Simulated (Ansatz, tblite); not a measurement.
# The cluster Na8+: rung by rung

Aim: run the doublet of the cluster Na8+ at one geometry on many levels, and compare frontier levels, spin and run time.

Program: Ansatz 0.2.0, Gaussian basis. Level of theory: as each input shows. These are calculated values, not measurements.

Plan: GFN1-xTB, GFN2-xTB, PBE/def2-TZVP, r2SCAN/def2-TZVP, revPBE/def2-TZVP, BHLYP/def2-TZVP, PBE/def2-SVP, PBE0/def2-SVP, CCSD(T)/def2-SVP, MP2/def2-TZVP.

7 further runs of the same task are left out: 5 that didn't finish, 2 set aside as unsound or not needed. Runs told in other sessions of the task aren't counted.

### Step 1. The geometry

The geometry is that of the doublet, from an earlier relaxation (r2SCAN/def2-SVP). At that level it is the lowest of the isomers that a small search found.

8 atoms, charge 1, spin multiplicity 2.

Bond lengths: Na1–Na2 3.549 Å, Na1–Na3 3.680 Å, Na1–Na4 3.689 Å, Na1–Na5 3.745 Å, Na1–Na8 3.741 Å, Na2–Na3 3.640 Å, Na2–Na4 3.504 Å, Na2–Na5 3.585 Å, Na2–Na6 3.495 Å, Na2–Na7 3.635 Å, Na2–Na8 3.499 Å, Na3–Na4 3.693 Å, Na3–Na6 3.813 Å, Na4–Na5 3.665 Å, Na4–Na6 3.647 Å, Na4–Na7 3.717 Å, Na5–Na7 3.662 Å, Na5–Na8 3.715 Å and more. Angles: Na2–Na1–Na3 60.4°, Na2–Na1–Na4 57.9°, Na2–Na1–Na5 58.8°, Na2–Na1–Na8 57.3°, Na3–Na1–Na4 60.2°, Na3–Na1–Na5 109.4°, Na3–Na1–Na8 110.0°, Na4–Na1–Na5 59.1°, Na4–Na1–Na8 106.1°, Na5–Na1–Na8 59.5°, Na1–Na2–Na3 61.6°, Na1–Na2–Na4 63.1°, Na1–Na2–Na5 63.3°, Na1–Na2–Na6 116.0°, Na1–Na2–Na7 114.7°, Na1–Na2–Na8 64.1°, Na3–Na2–Na4 62.2°, Na3–Na2–Na5 114.0° and more.

The ion is computed in the gas phase, without counter-ions or solvent.

PBE0/def2-TZVP was run before; its log isn't repeated, and its numbers join the tables.

### Step 2. GFN1-xTB

Tight binding, by tblite at 300 K electronic temperature and without a spin-polarisation term:

```python
tblite.interface.Calculator('GFN1-xTB', numbers, positions, charge=1, uhf=1).singlepoint()
```

Energy -55.0837 eV; 0.006 s.

### Step 3. GFN2-xTB

Tight binding, by tblite at 300 K electronic temperature and without a spin-polarisation term:

```python
tblite.interface.Calculator('GFN2-xTB', numbers, positions, charge=1, uhf=1).singlepoint()
```

Energy -39.1302 eV; 0.008 s.

### Step 4. PBE/def2-TZVP

start.molden holds the orbitals of an earlier run on this state, given as this run's starting guess.

File in.yaml:

```yaml
crystal:
  periodic: [false, false, false]
  atoms:
    - {symbol: Na, position_ang: [-1.211307, 1.006775, -2.397315]}
    - {symbol: Na, position_ang: [-0.932348, -0.611165, 0.749307]}
    - {symbol: Na, position_ang: [-0.233146, -2.537897, -2.258560]}
    - {symbol: Na, position_ang: [2.051734, 0.057820, -0.961495]}
    - {symbol: Na, position_ang: [0.171828, 2.795729, 0.587329]}
    - {symbol: Na, position_ang: [1.636338, -2.963863, 1.037378]}
    - {symbol: Na, position_ang: [1.933927, 0.411889, 2.736690]}
    - {symbol: Na, position_ang: [-3.417037, 1.840723, 0.506656]}
basis:
  gaussian: {orbitals: def2-TZVP, initial_orbitals: start.molden}
total_charge: 1
magnetization: {spin_polarized: true, initial_magnetization: 1}
hamiltonian: {xc: pbe}
scf: {omitted_lower_state_checks: [starts]}
output: {forces: true, orbitals: {seedname: orbitals}}
```

Started as:

```
$ ansatz run in.yaml --threads 4 --pin off --events-out ev --progress --plain --max-ram 4787MiB
```

Further steps of the session: r2SCAN/def2-TZVP; revPBE/def2-TZVP; BHLYP/def2-TZVP; PBE/def2-SVP; PBE0/def2-SVP; CCSD(T)/def2-SVP; MP2/def2-TZVP.

Before running them: what should the planned runs give, taken together? Wanted: gap in def2-TZVP, named functionals, smallest and largest; correlation energy, CCSD(T)/def2-SVP; correlation energy, MP2/def2-TZVP; ⟨S²⟩ in def2-TZVP, named functionals, smallest and largest; PBE0 total energy, smallest basis above largest.

The runs gave:

| quantity | value |
| --- | --- |
| gap in def2-TZVP, named functionals, smallest and largest | 0.47 eV (PBE), 2.13 eV (BHLYP) |
| correlation energy, CCSD(T)/def2-SVP | -3.30 eV |
| correlation energy, MP2/def2-TZVP | -37.69 eV |
| ⟨S²⟩ in def2-TZVP, named functionals, smallest and largest | 0.766, 0.819 |
| PBE0 total energy, smallest basis above largest | 12.85 eV (def2-SVP, def2-TZVP) |

**Reading.** Over the named functionals in def2-TZVP the gap runs from 0.47 eV (PBE) to 2.13 eV (BHLYP); exact exchange widens it. Over the named functionals in def2-TZVP spin contamination reaches 0.07 (r2SCAN), which is small. Notes on CCSD(T)/def2-SVP: spin contamination.
